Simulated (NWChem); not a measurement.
**Correlation energy of hydrogen isocyanide (CHN)**

```xyz
3

C      0.0000     0.0000     0.7490
N      0.0000     0.0000    -0.4352
H      0.0000     0.0000    -1.4477
```
Charge 0, spin multiplicity 1.

The numbers come from NWChem runs, not from measurements. Structure: optimised with PBE/def2-SVP, a minimum by its harmonic frequencies.

Basis set: STO-3G. Each correlation energy counts from its own Hartree-Fock reference.

The correlated methods keep 2 core orbitals frozen. Coupled-cluster values serve here as a point of comparison, not as the truth.

Task: One of these methods gave a correlation energy of -131.2 mHa. Which?
(A) MP2
(B) CCSD
(C) CCSD+T(CCSD)
(D) CCSD(T)

Result: A, MP2. The others give -142.0 (CCSD), -150.0 (CCSD+T(CCSD)), -147.9 (CCSD(T)).
